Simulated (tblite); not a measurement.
Compound: C4H3ClO.
Numbering: `[O:1]=[C:2]1[CH:3]=[C:4]([Cl:5])[CH2:6]1` (hydrogens: H7 on C3; H8, H9 on C6)

Computed with GFN2-xTB (tblite), gas phase: L-BFGS steps from a force-field or distance-geometry start until the largest atomic force falls under 0.01 eV/Å.

Step 5: E = -507.3514 eV
```
atom  x, y, z in Å  |  force x, y, z in eV/Å
O1     -2.2321    0.1726   -0.5065    0.089  -0.043   0.030
C2     -1.0623    0.1552   -0.2596   -0.158  -0.041  -0.033
C3      0.0338    1.1287   -0.2471   -0.053   0.079  -0.028
C4      0.9179    0.1916    0.1438   -0.019   0.062  -0.014
Cl5     2.5671    0.2621    0.4775   -0.044  -0.143   0.016
C6     -0.0747   -0.9519    0.1909   -0.041  -0.023   0.003
H7      0.0850    2.1747   -0.4663    0.065   0.105  -0.011
H8     -0.2864   -1.3718    1.1721    0.076  -0.008   0.017
H9      0.0653   -1.7552   -0.5300    0.084   0.012   0.020
```

Step 6: E = -507.3541 eV
```
atom  x, y, z in Å  |  force x, y, z in eV/Å
O1     -2.2297    0.1703   -0.5054   -0.141  -0.044  -0.020
C2     -1.0624    0.1534   -0.2596   -0.048   0.025  -0.016
C3      0.0305    1.1330   -0.2489    0.021  -0.027   0.010
C4      0.9131    0.1932    0.1428    0.027   0.085  -0.010
Cl5     2.5635    0.2551    0.4780   -0.054  -0.124   0.011
C6     -0.0771   -0.9525    0.1908    0.046   0.061   0.001
H7      0.0884    2.1800   -0.4668    0.035   0.054  -0.007
H8     -0.2823   -1.3721    1.1725    0.048  -0.016   0.038
H9      0.0696   -1.7543   -0.5286    0.067  -0.014  -0.007
```

Question: Estimate the geometry and energy of step 7. (The exact step hangs on the optimiser's Hessian estimate; all steps are aligned on step 6, rigid shifts and turns removed.)

Answer: E = -507.3558 eV, largest force 0.209 eV/Å
```
atom  x, y, z in Å  |  force x, y, z in eV/Å
O1     -2.2302    0.1677   -0.5049   -0.202  -0.038  -0.036
C2     -1.0635    0.1527   -0.2599   -0.014   0.060  -0.011
C3      0.0284    1.1361   -0.2501    0.030  -0.052   0.018
C4      0.9100    0.1956    0.1419    0.043   0.063  -0.003
Cl5     2.5597    0.2477    0.4785   -0.029  -0.101   0.012
C6     -0.0778   -0.9519    0.1908    0.078   0.083   0.001
H7      0.0915    2.1845   -0.4672    0.011   0.000  -0.001
H8     -0.2784   -1.3725    1.1733    0.033  -0.007   0.029
H9      0.0739   -1.7539   -0.5276    0.050  -0.008  -0.010
```

The energy changes by -0.0016 eV. The first-order estimate −F·Δx gives -0.0022 eV and the mean of the old and new forces, exact on a quadratic surface, -0.0017 eV. The step makes an angle of 52° with the force vector and moves no atom by more than 0.008 Å.

The cost below is that of the whole relaxation. On an Arm Neoverse V2 with one thread (shared host), this took under 0.1 s of wall time.
